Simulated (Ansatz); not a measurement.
# CH₄O (triplet): the correlation ladder at distance O1–H3 along a hydrogen transfer = 0.892 Å, cc-pVDZ

The task here is to estimate one member of a computed series from the others.

Program: Ansatz 0.2.0, Gaussian basis. Level of theory: cc-pVDZ, core rule «outside noble gas», up to 2 orbitals frozen. These are calculated values, not measurements.

The runs, in order: UHF; CCSD(T) on ROHF; CCSD(T) on UHF; BCCD(T) on ROHF; CISD; CCSDT(Q) on ROHF; CCSDT(Q) on UHF; CASSCF and MRCISD+Q, 4 electrons in 4 orbitals; CASSCF and NEVPT2, 4 electrons in 4 orbitals.

5 further runs of the same task are left out: 5 that didn't finish.

### The system

The geometry derives from fragments relaxed apart (PBE0/def2-TZVP) and kept rigid, so it is no stationary point. A hydrogen atom is moved between rigid fragments.

6 atoms, charge 0, spin multiplicity 3.

Atoms are counted from 1 here; the program's logs count them from 0.

Bond lengths: O1–H2 0.960 Å, O1–H3 0.892 Å, C4–H5 1.079 Å, C4–H6 1.079 Å. Angles: H2–O1–H3 105.1°, H5–C4–H6 134.8°.

Set-up of the first run:

File in.yaml:

```yaml
crystal:
  periodic: [false, false, false]
  atoms:
    - {symbol: O, position_ang: [-1.194532, -0.029147, 0.000000]}
    - {symbol: H, position_ang: [-1.443842, 0.897428, 0.000000]}
    - {symbol: H, position_ang: [-0.302532, -0.029147, 0.000000]}
    - {symbol: C, position_ang: [1.428468, -0.029147, 0.000000]}
    - {symbol: H, position_ang: [1.842936, -0.029147, 0.996161]}
    - {symbol: H, position_ang: [1.842936, -0.029147, -0.996161]}
basis:
  gaussian: {orbitals: cc-pVDZ}
magnetization: {spin_polarized: true, initial_magnetization: 2}
hamiltonian: {xc: hf}
output: {orbitals: {seedname: orbitals}}
```

Started as:

```
$ ansatz run in.yaml --threads 1 --pin off --events-out ev --progress --plain --max-ram 2393MiB
```

Among the steps run: UHF; CCSD(T) on ROHF; CCSD(T) on UHF; BCCD(T) on ROHF; CISD; CCSDT(Q) on ROHF; CCSDT(Q) on UHF; CASSCF and MRCISD+Q, 4 electrons in 4 orbitals; CASSCF and NEVPT2, 4 electrons in 4 orbitals.

One table of the session follows, with a row left open; its other results are not shown here.

It belongs to the step «Misses and costs». 

| method | from UCCSDT(Q) (meV) |
| --- | --- |
| ROHF | +9229.6 |
| UHF | +9070.3 |
| RMP2 | ? |
| UMP2 | +971.4 |
| CISD | +848.1 |
| RCCSD | +175.6 |
| UCCSD | +173.3 |
| RCCSD(T) | +31.2 |
| UCCSD(T) | +30.3 |
| BCCD(T) | +31.1 |
| RCCSDT | +15.7 |
| UCCSDT | +14.7 |
| RCCSDT(Q) | +1.1 |
| UCCSDT(Q) | 0 |
| CASSCF pair | +8661.4 |
| NEVPT2 pair | +994.7 |
| MRCISD pair | +765.4 |
| MRCISD+Q pair | +82.6 |

Estimate the missing values for RMP2.

The run gave: from UCCSDT(Q) (meV): +985.1. In the column «from UCCSDT(Q) (meV)» it lies between UMP2 (+971.4) and NEVPT2 pair (+994.7).

Limits of these values: Restricted and unrestricted rows rest on different reference determinants; where their highest levels disagree by more than a few hundredths of an eV, they describe different states and don't form one ladder.
